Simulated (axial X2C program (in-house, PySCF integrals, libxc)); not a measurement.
# Potential curves of O₂, two-component

Computed with an in-house relativistic program for diatomic molecules. Two-component (2c) means X2C with spin–orbit coupling and atomic mean-field two-electron Coulomb and Gaunt terms. Basis: O dyall-av4z [8s7p4d3f2g] (cores contracted in-house); Gaussian nuclei, density fitting, unrestricted open shells. Masses: O 15.995 u.

State: Ω = 1 (⟨Sz⟩ = 1.00, ⟨Lz⟩ = 0.00 at PBE0). Energies in eV from the fragments at the same level (O + O). Fits are polynomials in 1 − R0/R over 0.85 to 1.23 times the lowest point R0.

```
 R (Å)     PBE0     CCSD    PBE50
1.0388  -3.9313           -3.4329
1.0865  -4.7891  -4.1033  -4.2097
1.1224  -5.1621  -4.4908  -4.5184
1.1582  -5.3552  -4.6988  -4.6451
1.1940  -5.4082  -4.7671  -4.6300
1.2358  -5.3333  -4.7111  -4.4740
1.2776  -5.1473  -4.5453  -4.2058
1.3313  -4.7918  -4.2176  -3.7445
1.3970  -4.2401           -3.0643
1.4925  -3.3174           -1.9602
1.6238  -1.9867           -0.3984
1.7910  -0.3862            1.4731
```

Correlated methods: 12 electrons correlated (number of frozen shells: O 1 s), 332 virtual spin orbitals or spinors in MP2, 162 natural virtuals in coupled cluster.

One determinant describes the state; a PBE0 search over occupations chose it and may have missed a lower one. De is counted from the lowest determinant-based energies of the atoms at the same level, without counterpoise correction. Density functionals use the spin component along the axis (collinear). CCSD ran in a truncated set of natural virtual spinors with an MP2 remainder; without triples it tends to underbind. A 2c atom that is not at its ground J level misses part of its spin–orbit lowering, and De is too large by that part (0.04 eV or less for light atoms). This holds for PBE0, CCSD, PBE50. The functionals have no current-density term, which raises determinants with orbital currents, atoms included. With several unpaired electrons one determinant need not be a pure state. Open-shell Ω = 0 determinants with evenly filled partner blocks cannot be reached by this program, so the Ω shown need not be the lowest component. This is the Ω = 1 component of a π² triplet; the 0⁺ component is not one determinant and can lie lowest. Coupled cluster ran on the points near the minimum only. MP2 and coupled cluster on one determinant become unreliable at the stretched end.

Fit the PBE0 curve near its minimum: give the equilibrium distance, the harmonic wavenumber and the well depth.

At PBE0, 2c: Re = 1.192 Å, ωe ≈ 1710 cm⁻¹, De = 5.41 eV to O + O; Be follows as 1.48 cm⁻¹.

What are Re, ωe and De at the CCSD level?

At CCSD, 2c: Re = 1.197 Å, ωe ≈ 1680 cm⁻¹, De = 4.77 eV to O + O; Be follows as 1.47 cm⁻¹.

What are Re, ωe and De at the PBE50 level?

At PBE50, 2c: Re = 1.171 Å, ωe ≈ 1850 cm⁻¹, De = 4.65 eV to O + O; Be follows as 1.54 cm⁻¹.
